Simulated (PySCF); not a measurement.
# C2H3Cl: the cost of one run

Computed with PySCF 2.14.0. Level: levels as typed in each script, gas phase, geometry from GFN2-xTB.

## (1) Starting geometry

6 atoms, charge 0, spin multiplicity 1.

Bond lengths: Cl1–C2 1.721 Å, C2–C3 1.318 Å, C2–H4 1.079 Å, C3–H5 1.076 Å, C3–H6 1.076 Å. Angles: Cl1–C2–C3 122.9°, Cl1–C2–H4 113.2°, C3–C2–H4 123.9°, C2–C3–H5 120.5°, C2–C3–H6 122.2°, H5–C3–H6 117.3°.

As a file:

```mol
C2H3Cl
  3D, bonds by distance, orders not assigned

  6  5  0  0  0  0  0  0  0  0999 V2000
   -1.0499    0.1002    0.0000 Cl  0  0
    0.5613   -0.5034    0.0000 C   0  0
    1.6200    0.2808    0.0000 C   0  0
    0.6106   -1.5813    0.0000 H   0  0
    2.6100   -0.1397    0.0000 H   0  0
    1.5396    1.3536    0.0000 H   0  0
  1  2  8  0
  2  3  8  0
  2  4  8  0
  3  5  8  0
  3  6  8  0
M  END
```

## (2) Density, bond paths and surface potential (wB97X/def2-tzvp)

Input file input.py:

```python
import numpy as np
from pyscf import gto, scf, dft
from pyscf.scf import atom_ks, atom_hf
from scipy.linalg import block_diag

def solve(mol, dm0=None, hcore=None):
    mf = (dft.UKS if mol.spin else dft.RKS)(mol, xc='wb97x')
    mf.grids.level = 3
    mf = mf.density_fit(auxbasis='def2-universal-jkfit')
    mf.conv_tol, mf.max_cycle = 1e-8, 80
    if hcore is not None:
        mf.get_hcore = lambda *args: hcore
    mf.kernel(dm0)
    if not mf.converged:
        mf = mf.newton().run(mf.mo_coeff, mf.mo_occ, max_cycle=30)
    assert mf.converged, 'SCF not converged'
    return mf

mol = gto.M(atom='''
Cl    -1.04990     0.10017     0.00000
C      0.56130    -0.50338     0.00000
C      1.62005     0.28079     0.00000
H      0.61061    -1.58128     0.00000
H      2.61000    -0.13973     0.00000
H      1.53962     1.35361     0.00000
''', basis='def2-tzvp', charge=0, spin=0, verbose=4)
mf = solve(mol)
mf.analyze()
# spherically averaged free atoms, for the promolecule
atm = atom_ks.get_atm_nrks(mol, xc='wb97x')
pro = block_diag(*[(atm[a[0]][2] * atm[a[0]][3]) @ atm[a[0]][2].T for a in mol._atom])
np.savez('result.npz', e=mf.e_tot, c=mf.mo_coeff, occ=mf.mo_occ, eps=mf.mo_energy, pro=pro, dip=mf.dip_moment(verbose=0), s2=mf.spin_square()[0])
```

Command:

```
> OMP_NUM_THREADS=1 python input.py
```

**Question.** How long does this run take on 1 thread of Arm Neoverse V2, shared host, and how much memory does it need?

About 8.5 s, with a peak of 0.48 GiB.
